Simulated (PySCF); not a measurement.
Isomers of C5H7P and their computed core-level spectra.

Computed, not measured: PySCF 2.14.0, delta-SCF UKS SCAN, pcX-2 on the ionised atom, pcseg-1 elsewhere, spin-free X2C. Geometries: GFN2-xTB; isolated species, one conformer each.

Line lists (1s up to Mg, 2p3/2 beyond; areas count atoms within a level, one atom standing for each set equivalent by bonding):
1. C 1s: 289.88 (area 1), 290.17 (area 1), 290.27 (area 2), 290.66 (area 1) eV; P 2p3/2: 136.53 eV
2. C 1s: 290.06 (area 1), 290.43 (area 2), 290.45 (area 2) eV; P 2p3/2: 136.25 eV
3. C 1s: 289.62 (area 1), 289.87 (area 1), 290.12 (area 1), 290.35 (area 1), 290.74 (area 1) eV; P 2p3/2: 135.97 eV
4. C 1s: 289.94 (area 1), 290.18 (area 1), 290.37 (area 1), 290.54 (area 2) eV; P 2p3/2: 136.03 eV

Structures:
A. `C=CP=C=CC`
B. `C1=CP1C1CC1`
C. `P1(C#C)CCC1`
D. `C=C=PC1CC1`

Task: Which list belongs to which compound?

Result: 
- 1 = C: another candidate has the same counts of sites, so positions decide. C 1s: 289.88 terminal alkyne carbon, 290.17 alkyne carbon, 290.27 sp3 carbon bound to phosphorus (×2), 290.66 four-membered-ring carbon; P 2p3/2: 136.53 phosphine phosphorus.
- 2 = B: no other candidate has these counts of sites. C 1s: 290.06 sp3 carbon bound to phosphorus, 290.43 three-membered-ring carbon (×2), 290.45 alkene CH carbon (×2); P 2p3/2: 136.25 phosphine phosphorus.
- 3 = A: no other candidate has these counts of sites. C 1s: 289.62 central carbon of cumulated double bonds, 289.87 terminal =CH2 carbon, 290.12 alkene CH carbon, 290.35 outer carbon of cumulated double bonds, 290.74 methyl carbon; P 2p3/2: 135.97 phosphorus bonded to 2 C.
- 4 = D: another candidate has the same counts of sites, so positions decide. C 1s: 289.94 central carbon of cumulated double bonds, 290.18 outer carbon of cumulated double bonds, 290.37 sp3 carbon bound to phosphorus, 290.54 three-membered-ring carbon (×2); P 2p3/2: 136.03 phosphorus bonded to 2 C.

The 2p values aren't plain energy differences: one relaxed spin-free 2p hole is combined with a matrix within the shell (ground-state 2p orbital-energy differences and spin–orbit coupling). 2p3/2, the mean of its two sublevels, lies a third of the splitting below the shell's mean and 2p1/2 two thirds above it; the statistical areas are 2:1. 4 of these hole states are spin-contaminated (⟨S²⟩ up to 0.91, against 0.75; counted from 0.85) and less certain.
